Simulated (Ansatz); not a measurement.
A run on CH4SSi (`CS[SiH]`) with other settings.

```yaml
crystal:
  periodic: [false, false, false]
  atoms:
    - {symbol: C, position_ang: [-0.838765, 0.607660, -0.359223]}
    - {symbol: S, position_ang: [-0.158737, -0.792577, 0.569081]}
    - {symbol: Si, position_ang: [1.906295, -0.649977, 0.254126]}
    - {symbol: H, position_ang: [-1.381047, 1.256930, 0.327781]}
    - {symbol: H, position_ang: [-0.040297, 1.170978, -0.843238]}
    - {symbol: H, position_ang: [-1.529521, 0.229771, -1.112643]}
    - {symbol: H, position_ang: [2.103272, -1.890684, 1.118416]}
basis:
  gaussian: {orbitals: aug-cc-pVDZ}
hamiltonian: {xc: {name: HF}}
output: {forces: true}
```

```sh
$ ansatz run in.yaml --threads 4 --pin off --events-out ev --progress --plain --max-ram 10444MiB
```

It prints (some lines left out):

```
Functional definition: HF
1132 factors; integrals over basis functions are off by at most 7.4e-4 eV
mean field evaluation 1: about -19771.4020 eV, gradient 2.1e1 eV
mean field evaluation 2: about -19771.4023 eV, gradient 2.1e1 eV
mean field evaluation 4: about -19773.0262 eV, gradient 2.7e0 eV
mean field evaluation 8: about -19773.0654 eV, gradient 3.5e-4 eV
mean field -19773.06538185 eV, -726.6467501180 hartree, gradient 1.8e-5 eV, S^2 0.000000; 0 other end points of the search recorded, 0 dependent functions left out
reference -19773.06538185 eV, -726.6467501180 hartree; 20, 20 occupied and 93, 93 virtual orbitals, 1132 factors
Total energy: -19773.06538185 eV, -726.6467501180 hartree
Atom 0 at    -0.838765     0.607660    -0.359223 Å, force    -0.268977     0.345151    -0.218527 eV/Å
Atom 1 at    -0.158737    -0.792577     0.569081 Å, force    -0.459597    -0.182352     0.177647 eV/Å
Atom 2 at     1.906295    -0.649977     0.254126 Å, force     0.548477    -0.243245     0.116750 eV/Å
Atom 3 at    -1.381047     1.256930     0.327781 Å, force     0.047129    -0.026062    -0.079209 eV/Å
Atom 4 at    -0.040297     1.170978    -0.843238 Å, force    -0.130990    -0.030140     0.035071 eV/Å
Atom 5 at    -1.529521     0.229771    -1.112643 Å, force     0.059507     0.061405     0.042964 eV/Å
Atom 6 at     2.103272    -1.890684     1.118416 Å, force     0.204451     0.075243    -0.074695 eV/Å
Dipole moment:    -0.116678     0.214567    -0.140967 e Å
```

It took 0.85 s on 4 threads of an Arm Neoverse V1 on a shared host, with 0.21 GiB of host memory at the peak.
